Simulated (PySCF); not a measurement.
**Identify the compound**

The spectra below were simulated for a compound C5H3N.

¹H NMR (300 MHz, computed): δ 6.43 (dd, J = 13.0, 3.7 Hz, 1H), 5.75 (dd, J = 13.0, 1.4 Hz, 1H), 3.70 (dd, J = 3.7, 1.4 Hz, 1H).

¹³C{¹H} NMR (computed): δ 137.2 (CH), 120.8 (C), 118.6 (CH), 105.6 (CH), 83.7 (C).

Computational details: J couplings at B3LYP/pcJ-1, NMR shieldings at PBE0/pcSseg-1/GIAO, GFN2-xTB geometry, in PySCF 2.14.0 with density-fitted response routines (a single conformation, no solvent model, no relativistic terms).

Chemical shifts δ = σref − σ; TMS for ¹H (σ = 31.72 ppm), ¹³C (σ = 186.93 ppm), all at this level.

What is the structure?

## Answers


1. The formula gives 5 degrees of unsaturation (no ring in the answer).
2. 5 carbon signals for 5 carbons: no two carbons are equivalent.
3. Carbon types of the structure: 2 × C, 3 × CH, which accounts for all hydrogens.
4. δC 137.2, 118.6: alkene CH; the olefinic region.
5. δC 120.8: nitrile carbon; this is the usual window of a C≡N carbon, which has no attached hydrogen.
6. δC 105.6: terminal alkyne carbon.
7. δC 83.7: alkyne carbon; sp carbons lie upfield of alkene carbons because the cylindrical π system leaves one tensor component strongly shielded.
8. δH 6.43, 5.75: hydrogen on an alkene CH; attached to an sp2 carbon and in the plane of the double bond.
9. δH 3.70: hydrogen on a terminal alkyne carbon.
10. The protons at 6.43 and 5.75 share a coupling of 13.0 Hz (vicinal, cis across C=C).

These data were computed for (Z)-pent-2-en-4-ynenitrile.

This is the structure that produced the data.

Multiplet labels drop couplings under 1 Hz and merge nearly equal ones. Unscaled 3J(H,H) at this level run about 10 % above measured values. Shifts are as computed. Against solution values, carbons near 30 ppm lie about +3 ppm off and those near 130 ppm about +5 ppm. Of 1211 compounds with measured shifts, 218 miss one by over three times the rms of a fit or turn the order of signals round; such compounds aren't used in these exercises.
